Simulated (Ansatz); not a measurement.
Results of r²SCAN+rVV10 (Ansatz, a quantum-chemistry and plane-wave program, plane waves, PAW) for bcc W.

Run with plane-wave cutoff 600 eV, 20×20×20 k mesh, Fermi–Dirac smearing 0.1 eV, finite displacements, no spin polarisation, scalar-relativistic PAW data made under PBE.

Computed at the level's own relaxed cell.

Harmonic phonon frequencies (cm⁻¹; i marks an imaginary mode):

| q point | frequencies |
|---|---|
| H | 187 187 187 |
| N | … |

Problem. Fill in the missing entries.

Solution. 
- N, frequencies: 140 155 228

No imaginary mode appears at these points.
